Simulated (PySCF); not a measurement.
Calculation: B3LYP-D3(BJ)/def2-TZVP // B3LYP-D3(BJ)/def2-SVP (PySCF 2.14.0). Isolated molecules, 0 K electronic values unless said otherwise. B3LYP has the VWN-RPA correlation part, as in Gaussian. 

Reference species (SMILES): `S` (neutral, multiplicity 1).

```
Quantity         Result
-------------  --------
HOMO           -7.22 eV
dipole moment    1.11 D
HOMO–LUMO gap   7.45 eV
```

Changed species: `O` (free base H2O; the reference has free base H2S).

Task: What does the change do to the HOMO, dipole moment and HOMO–LUMO gap?

Result: the HOMO falls by 1.39 eV, to -8.61 eV; the dipole moment increases by 0.99 D, to 2.10 D; the HOMO–LUMO gap goes up by 1.51 eV, to 8.96 eV.
